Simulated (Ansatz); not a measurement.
Tuning the range parameter of LC-ωPBE so that −HOMO meets the ionisation energy; basis def2-TZVP, Ansatz. System: the cluster Mg2H2 (the lowest singlet isomer of a short search). The state is a singlet with charge 0. Geometry: PBE-D4/def2-TZVP. The ionised state is a doublet.

Geometry of the singlet:

```xyz
4

Mg   -0.397    1.011   -0.950
Mg    0.394   -1.013    0.949
H    -0.869    2.229   -2.090
H     0.872   -2.227    2.091
```

The structure comes from a short search, and lower isomers may exist.

```
ω (1/bohr)  HOMO (eV)  LUMO (eV)  vertical IE (eV)  HOMO + IE (eV)
       0.1      -6.24      -0.89              7.45            1.21
      0.15      -6.76      -0.49              7.51            0.75
       0.2      -7.15      -0.24              7.56            0.42
       0.3      -7.66       0.00              7.66           -0.01
```

**Question.** Where does the tuning condition hold?

**Answer.** Near ω = 0.30 bohr⁻¹, by linear interpolation.
